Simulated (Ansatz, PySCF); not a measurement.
This Ansatz (a program for electronic structure) input computes a B3LYP/def2-TZVPD energy:

Ansatz 0.2 input:
```yaml
crystal:
  periodic: [false, false, false]
  atoms:
    - {symbol: C, position_ang: [-0.30533261, -1.70728978, 0.02202826]}
    - {symbol: C, position_ang: [0.49586612, -0.60667486, -0.00020802]}
    - {symbol: C, position_ang: [-0.03560035, 0.72219420, -0.00712747]}
    - {symbol: H, position_ang: [0.36628103, -2.59455723, 0.02243663]}
    - {symbol: H, position_ang: [1.59772456, -0.59297275, -0.01500254]}
    - {symbol: N, position_ang: [-0.41337207, 1.81973609, -0.01365582]}
basis:
  gaussian:
    orbitals: def2-TZVPD
hamiltonian:
  xc: {name: B3LYP}
total_charge: -1
output: {forces: true}
```

Q: Write an input for the same energy in PySCF and say what it gives.

A: 
```python
from pyscf import gto, scf, dft

mol = gto.M(
    atom='''
    C    -0.30533261   -1.70728978    0.02202826
    C     0.49586612   -0.60667486   -0.00020802
    C    -0.03560035    0.72219420   -0.00712747
    H     0.36628103   -2.59455723    0.02243663
    H     1.59772456   -0.59297275   -0.01500254
    N    -0.41337207    1.81973609   -0.01365582
    ''',
    basis='def2-tzvpd',
    charge=-1,
    spin=0,
    verbose=4,
)

mf = dft.RKS(mol, xc='b3lyp').density_fit(auxbasis='def2-universal-jkfit')
mf.grids.level = 3
mf.conv_tol = 1e-9
mf.max_cycle = 100
mf.max_memory = 1500
mf.kernel()
if not mf.converged:
    mf = mf.newton()
    mf.kernel(mf.make_rdm1())
mf.analyze()
```
It gives -170.27911 Eh, and Ansatz -170.27909 Eh, a difference of 0.02 mEh, from the treatment of integrals and grids.

It need not be the lowest isomer of its formula. Whether it binds its extra electron was not tested at this geometry.
